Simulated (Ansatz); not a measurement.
# AlH₂− (singlet): the correlation ladder at distance Al1–H2 = 4.500 Å, 6-31++G**

Aim: climb from Hartree-Fock through coupled cluster and multireference methods for AlH₂− (singlet) at one geometry and basis, and see what each rung misses.

The runs use Ansatz 0.2.0, Gaussian basis; 6-31++G**, core rule «outside noble gas», up to 5 orbitals frozen.

The runs, in order: UHF; CCSD(T) on RHF; CCSD(T) on UHF; BCCD(T) on RHF; CISD; CCSDT(Q) on RHF; CCSDT(Q) on UHF; CCSDTQ on RHF; CASSCF and MRCISD+Q, 2 electrons in 2 orbitals; CASSCF and NEVPT2, 2 electrons in 2 orbitals; CASSCF and MRCISD+Q, 6 electrons in 6 orbitals; CASSCF and NEVPT2, 6 electrons in 6 orbitals; Full CI.

17 further runs of the same task are left out: 13 that didn't finish, 4 set aside as unsound or not needed.

## (1) The geometry

The geometry derives from a PBE0/def2-TZVPD stationary point (not a proven minimum). One bond is set to the value named and the two fragments are kept rigid.

3 atoms, charge -1, spin multiplicity 1.

Atoms are counted from 1 here; the program's logs count them from 0.

Bond lengths: Al1–H3 1.697 Å.

## (2) UHF

in.yaml reads:

```yaml
crystal:
  periodic: [false, false, false]
  atoms:
    - {symbol: Al, position_ang: [0.000000, -0.147996, 0.070797]}
    - {symbol: H, position_ang: [0.000000, 2.943846, -3.198839]}
    - {symbol: H, position_ang: [0.000000, 1.017845, 1.303677]}
basis:
  gaussian: {orbitals: "6-31++G**"}
total_charge: -1
magnetization: {spin_polarized: true, initial_magnetization: 0}
hamiltonian: {xc: hf}
output: {orbitals: {seedname: orbitals}}
```

Command:

```bash
$ ansatz run in.yaml --threads 1 --pin off --events-out ev --progress --plain --max-ram 2393MiB
```

The runs that follow: CCSD(T) on RHF; CCSD(T) on UHF; BCCD(T) on RHF; CISD; CCSDT(Q) on RHF; CCSDT(Q) on UHF; CCSDTQ on RHF; CASSCF and MRCISD+Q, 2 electrons in 2 orbitals; CASSCF and NEVPT2, 2 electrons in 2 orbitals; CASSCF and MRCISD+Q, 6 electrons in 6 orbitals; CASSCF and NEVPT2, 6 electrons in 6 orbitals; Full CI.

Before running them: what should the planned runs give, taken together? Wanted: FCI below the RHF energy; RMP2 from FCI; UMP2 from FCI; RCCSD from FCI; RCCSD(T) from FCI; UCCSD(T) from FCI; RCCSDT(Q) from FCI; UCCSDT(Q) from FCI; NEVPT2 pair from FCI.

As calculated:

| quantity | value |
| --- | --- |
| FCI below the RHF energy | -2.6493 eV |
| RMP2 from FCI | +81.8 kJ/mol |
| UMP2 from FCI | +97.3 kJ/mol |
| RCCSD from FCI | +5.4 kJ/mol |
| RCCSD(T) from FCI | +1.6 kJ/mol |
| UCCSD(T) from FCI | +2.1 kJ/mol |
| RCCSDT(Q) from FCI | 0.0 kJ/mol |
| UCCSDT(Q) from FCI | 0.0 kJ/mol |
| NEVPT2 pair from FCI | +58.0 kJ/mol |
| MRCISD+Q pair from FCI | -4.5 kJ/mol |
| NEVPT2 valence from FCI | +65.0 kJ/mol |
| levels within 1 kcal/mol (43 meV) | RCCSD(T), UCCSD(T), BCCD(T), RCCSDT, UCCSDT, RCCSDT(Q), UCCSDT(Q), RCCSDTQ |
| T1 diagnostic | 0.046 |
| effectively unpaired electrons | 0.18 |

**Reading.** RCCSD(T) misses by +1.6 kJ/mol, 0.6 % of the correlation energy. MRCISD+Q pair falls below full CI: the +Q correction isn't variational, and the cores differ from full CI's. The occupations are near whole numbers, but T1 = 0.046 shows that the orbitals relax strongly. Of the multireference levels listed MRCISD+Q valence comes nearest in total energy (+4.4 kJ/mol), which doesn't show that its space is the better one. These misses are within one basis, not against nature.
